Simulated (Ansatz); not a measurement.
# C2H2FNO: small, medium and large basis sets

An exercise on one series of results from a longer session: the logs are not shown, and one member is left open.

Computed with Ansatz 0.2.0, Gaussian basis. Level: one geometry, several basis sets.

The runs, in order: PBE0-D4/def2-SVP; ωB97M-V/def2-SVP; PBE0-D4/def2-QZVPP; ωB97M-V/def2-QZVPP; the functionals' def2-TZVPP values are taken from earlier runs.

### Structure used throughout

All runs share one geometry, relaxed beforehand with PBE0-D4 in a triple-zeta def2 set.

SMILES `FC1=NCO1`, 7 atoms, charge 0, spin multiplicity 1.

Atoms are counted from 1 here; the program's logs count them from 0.

Bond lengths: F1–C2 1.291 Å, C2–N3 1.270 Å, C2–O5 1.336 Å, N3–C4 1.465 Å, C4–O5 1.481 Å, C4–H6 1.089 Å, C4–H7 1.089 Å. Angles: F1–C2–N3 132.4°, F1–C2–O5 120.4°, N3–C2–O5 107.2°, C2–N3–C4 82.4°, N3–C4–O5 90.8°, N3–C4–H6 114.9°, N3–C4–H7 114.9°, O5–C4–H6 110.1°, O5–C4–H7 110.1°, H6–C4–H7 113.7°, C2–O5–C4 79.6°.

Set-up of the first run:

in.yaml reads:

```yaml
crystal:
  periodic: [false, false, false]
  atoms:
    - {symbol: F, position_ang: [-1.048516, -1.965566, 0.441606]}
    - {symbol: C, position_ang: [-0.514672, -0.825603, 0.153584]}
    - {symbol: N, position_ang: [-0.970220, 0.214189, -0.416460]}
    - {symbol: C, position_ang: [0.388609, 0.705660, -0.172684]}
    - {symbol: O, position_ang: [0.759361, -0.577432, 0.468200]}
    - {symbol: H, position_ang: [0.459786, 1.518107, 0.548555]}
    - {symbol: H, position_ang: [0.986951, 0.862646, -1.068600]}
basis:
  gaussian: {orbitals: def2-SVP}
hamiltonian: {xc: pbe0, dispersion: d4}
output: {orbitals: {seedname: orbitals}}
```

Steps of the session up to this table: PBE0-D4 in def2-SVP; ωB97M-V in def2-SVP; PBE0-D4 in def2-QZVPP; ωB97M-V in def2-QZVPP.

One table of the session follows, with a row left open; its other results are not shown here.

It belongs to the step «Density functionals: the series». 

```
functional       basis  HOMO (eV)  LUMO (eV)
   PBE0-D4    def2-SVP      -8.28       0.75
   PBE0-D4  def2-TZVPP      -8.41       0.64
   PBE0-D4  def2-QZVPP      -8.45       0.57
   ωB97M-V    def2-SVP          ?          ?
   ωB97M-V  def2-TZVPP     -10.74       2.94
   ωB97M-V  def2-QZVPP     -10.79       1.93
```

Q: Estimate the row for ωB97M-V, def2-SVP from the others.

The run gave: HOMO (eV): -10.59; LUMO (eV): 3.12. In the column «HOMO (eV)» it lies between ωB97M-V, def2-TZVPP (-10.74) and PBE0-D4, def2-QZVPP (-8.45).
